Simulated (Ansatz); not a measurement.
Mo (bcc, W type): values from a third-order Birch-Murnaghan fit to a volume scan beside measured ones. Computed values: PBE (plane waves to 420 eV, PAW, scalar-relativistic; Ansatz, an electronic-structure program). Mo is run without spin polarisation. Mo was relaxed with its symmetry unable to fall.

```csv
quantity,reference,kind
Lattice constant a (Å),3.141,"measured, corrected to the static lattice"
```

References as given in: Daniel Mejia-Rodriguez, S. B. Trickey, Physical Review B (2018), arXiv:1807.09216.

Question: What does PBE give, and how far is that from the reference?

Answer: 
```json
[
 {"quantity": "Lattice constant a (Å)", "PBE": "3.161", "difference": "+0.6 %"}
]
```

PBE overestimates the lattice constant a by 0.6 %.

(A scan under strain: stresses follow from slopes of the energy per volume, elastic moduli from its curvatures.)
